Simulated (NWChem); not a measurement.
Everything below was run with NWChem. System: C$_{2}$H$_{3}$N, charge 0, spin multiplicity 1, displaced from the optimised geometry. Level: MP2/cc-pVDZ, 3 core orbitals frozen, spin-restricted.

The NWChem input:

```
start mol
memory heap 200 mb stack 900 mb global 1100 mb
geometry units angstroms nocenter noautoz noautosym
  C      0.009633    -1.174896     0.000000
  C     -0.002296     0.278262     0.000000
  N     -0.018855     2.302752     0.000000
  H     -0.502914    -1.559572     0.893205
  H     -0.502914    -1.559572    -0.893205
  H      1.044111    -1.546842     0.000000
end
basis spherical
  * library cc-pvdz
end
scf
  rhf
  nopen 0
  maxiter 100
  thresh 1e-7
  semidirect memsize 60000000 filesize 0
end
mp2
  freeze core 3
end
task mp2 energy
```

NWChem printed:

```
             Northwest Computational Chemistry Package (NWChem) 7.3.0
             --------------------------------------------------------

                                NWChem Input Module
                                -------------------

 Scaling coordinates for geometry "geometry" by  1.889725989
 (inverse scale =  0.529177249)

                             Geometry "geometry" -> ""
                             -------------------------

 Output coordinates in angstroms (scale by  1.889725989 to convert to a.u.)

  No.       Tag          Charge          X              Y              Z
 ---- ---------------- ---------- -------------- -------------- --------------
    1 C                    6.0000     0.00963300    -1.17489600     0.00000000
    2 C                    6.0000    -0.00229600     0.27826200     0.00000000
    3 N                    7.0000    -0.01885500     2.30275200     0.00000000
    4 H                    1.0000    -0.50291400    -1.55957200     0.89320500
    5 H                    1.0000    -0.50291400    -1.55957200    -0.89320500
    6 H                    1.0000     1.04411100    -1.54684200     0.00000000

 Effective nuclear repulsion energy (a.u.)      47.3413383254

            Nuclear Dipole moment (a.u.)
            ----------------------------
        X                 Y               Z
 ---------------- ---------------- ----------------
    -0.0938815871    11.4772016588     0.0000000000


 Summary of "ao basis" -> "" (spherical)
 ------------------------------------------------------------------------------
       Tag                 Description            Shells   Functions and Types
 ---------------- ------------------------------  ------  ---------------------
 *                          cc-pvdz                   on all atoms

 Summary of "ao basis" -> "ao basis" (spherical)
 ------------------------------------------------------------------------------
       Tag                 Description            Shells   Functions and Types
 ---------------- ------------------------------  ------  ---------------------
 C                          cc-pvdz                  6       14   3s2p1d
 N                          cc-pvdz                  6       14   3s2p1d
 H                          cc-pvdz                  3        5   2s1p

                                 NWChem SCF Module
                                 -----------------

  ao basis        = "ao basis"
  functions       =    57
  atoms           =     6
  closed shells   =    11
  open shells     =     0
  charge          =   0.00
  wavefunction    = RHF
  use symmetry    = F
  symmetry adapt  = F

 Summary of "ao basis" -> "ao basis" (spherical)
 ------------------------------------------------------------------------------
       Tag                 Description            Shells   Functions and Types
 ---------------- ------------------------------  ------  ---------------------
 C                          cc-pvdz                  6       14   3s2p1d
 N                          cc-pvdz                  6       14   3s2p1d
 H                          cc-pvdz                  3        5   2s1p

 Forming initial guess at       0.0s

      Superposition of Atomic Density Guess
      -------------------------------------

 Sum of atomic energies:        -131.13015236

      Non-variational initial energy
      ------------------------------

 Total energy =    -131.467316
 1-e energy   =    -269.843577
 2-e energy   =      91.034922
 HOMO         =      -0.213903
[...]
 Vector   12  Occ=0.000000D+00  E= 2.303437D-02
              MO Center= -3.4D-02,  1.2D+00, -1.6D-11, r^2= 2.7D+00
   Bfn.  Coefficient  Atom+Function         Bfn.  Coefficient  Atom+Function
  ----- ------------  ---------------      ----- ------------  ---------------
    37      0.465666  3 N  pz                34      0.436788  3 N  pz
    20     -0.396064  2 C  pz                23     -0.387400  2 C  pz
    44      0.234376  4 H  s                 49     -0.234376  5 H  s

 Vector   13  Occ=0.000000D+00  E= 5.920600D-02
              MO Center=  4.3D-02,  9.2D-02,  3.1D-11, r^2= 2.0D+00
   Bfn.  Coefficient  Atom+Function         Bfn.  Coefficient  Atom+Function
  ----- ------------  ---------------      ----- ------------  ---------------
    21      0.631089  2 C  px                18      0.486391  2 C  px
    54     -0.372337  6 H  s                 44      0.178725  4 H  s
    49      0.178725  5 H  s                 53     -0.178505  6 H  s

 Vector   14  Occ=0.000000D+00  E= 1.274937D-01
              MO Center=  5.2D-03,  1.1D+00,  9.5D-12, r^2= 4.5D+00
   Bfn.  Coefficient  Atom+Function         Bfn.  Coefficient  Atom+Function
  ----- ------------  ---------------      ----- ------------  ---------------
     3      1.048324  1 C  s                 36     -0.562281  3 N  py
    17     -0.498321  2 C  s                 54     -0.473401  6 H  s
    33     -0.465565  3 N  py                44     -0.433880  4 H  s
    49     -0.433880  5 H  s

 center of mass
 --------------
 x =  -0.00632885 y =   0.77306537 z =   0.00000000

 moments of inertia (a.u.)
 ------------------
         334.978533989769           2.649865869373           0.000000000000
           2.649865869373          11.507085482789           0.000000000000
           0.000000000000           0.000000000000         335.000247076544

  Mulliken analysis of the total density
  --------------------------------------

    Atom       Charge   Shell Charges
 -----------   ------   -------------------------------------------------------
    1 C    6     6.02   2.00  0.65  0.36  2.07  0.89  0.05
    2 C    6     6.17   2.00  0.81  0.90  1.42  0.99  0.04
    3 N    7     7.11   2.00  0.94  1.03  1.70  1.44  0.01
    4 H    1     0.90   0.73  0.14  0.03
    5 H    1     0.90   0.73  0.14  0.03
    6 H    1     0.89   0.72  0.14  0.03

       Multipole analysis of the density wrt the origin
       ------------------------------------------------

     L   x y z        total         open         nuclear
     -   - - -        -----         ----         -------
     0   0 0 0     -0.000000      0.000000     22.000000

     1   1 0 0      0.050256      0.000000     -0.093882
     1   0 1 0     -1.671114      0.000000     11.477202
     1   0 0 1      0.000000      0.000000      0.000000

     2   2 0 0    -13.818232      0.000000      5.710452
     2   1 1 0     -0.174957      0.000000     -1.507283
     2   1 0 1     -0.000000      0.000000      0.000000
     2   0 2 0    -15.422725      0.000000    189.704861
     2   0 1 1     -0.000000      0.000000      0.000000
     2   0 0 2    -14.690961      0.000000      5.698099

                   NWChem MP2 Semi-direct Energy/Gradient Module
                   ---------------------------------------------

  Basis functions       =     57
  Molecular orbitals    =     57
  Frozen core           =      3
  Frozen virtuals       =      0
  Active alpha occupied =      8
  Active beta occupied  =      8
  Active alpha virtual  =     46
  Active beta virtual   =     46
  Use MO symmetry       = F
  Use skeleton AO sym   = F

  AO/Fock/Back tols     =   1.0D-09  1.0D-09  1.0D-09

 GA uses MA = F    GA memory limited = T

 Available:
  local mem=  1.26D+08
 global mem=  1.44D+08
 local disk=  0.00D+00
  mp2_memr nvloc                    46
  nvloc new                    46
   1 passes of   8:        3145728                      16011                   2062600.
   1 passes of   8: M    126153947           G      144172702           F     123008219.

 Semi-direct pass number   1 of   1  for RHF alpha+beta  at        2.0s
  vrange nnbf                  1644
  mp2_eaftype                    10  avail_ma_in_mb                  1099
 EAF : mp2_eaftype filesize          10    1031300.
  mp2_eaf for mointskh                     10
Node 0 wrote      4.8 Mb in      0.0 s     Agg I/O rate:  1155.1 Mb/s
 Done moints_semi at        2.9s
  mp2_eaftype                    10  avail_ma_in_mb                  1089
 EAF : mp2_eaftype filesize          10    1031300.
  mp2_eaf for kh                    10
 Done maket at        2.9s
 Done multipass loop at        2.9s

          -------------------------------------------
          SCF energy                -131.503376092029
          Correlation energy          -0.463784407771
          Singlet pairs               -0.304670505875
          Triplet pairs               -0.159113901896
          Total MP2 energy          -131.967160499800
          -------------------------------------------

          ---------------------------------------------------
                    Spin Component Scaled (SCS) MP2
          Same spin pairs                     -0.106075934597
          Same spin scaling factor             0.333333333333
          Opposite spin pairs                 -0.357708473174
          Opposite spin scaling fact.          1.200000000000
          SCS-MP2 correlation energy          -0.464608812675
          Total SCS-MP2 energy              -131.967984904703
          ---------------------------------------------------

 -----------------------
 Performance information
 -----------------------

 Timer overhead =  1.72D-07 seconds/call

               Nr. of calls         CPU time (s)                 Wall time (s)                GFlops
             ---------------    -------------------     ------------------------------   -------------------
Name         Min   Avg   Max    Min     Avg     Max     Min     Avg     Max   Mx/calls   Min     Max     Sum
mp2: moin     1     1     1   0.92    0.92    0.92     0.92    0.92    0.92    0.92      0.0     0.0     0.0
mp2: make     1     1     1   4.60E-2 4.60E-2 4.60E-2  4.60E-2 4.60E-2 4.60E-2 4.60E-2   0.0     0.0     0.0
mp2: tota     1     1     1   0.99    0.99    0.99     0.99    0.99    0.99    0.99      0.0     0.0     0.0

 The average no. of pstat calls per process was 3.00D+00
 with a timing overhead of 5.15D-07s

 Task  times  cpu:        2.9s     wall:        2.9s

 Total times  cpu:        2.9s     wall:        2.9s
```
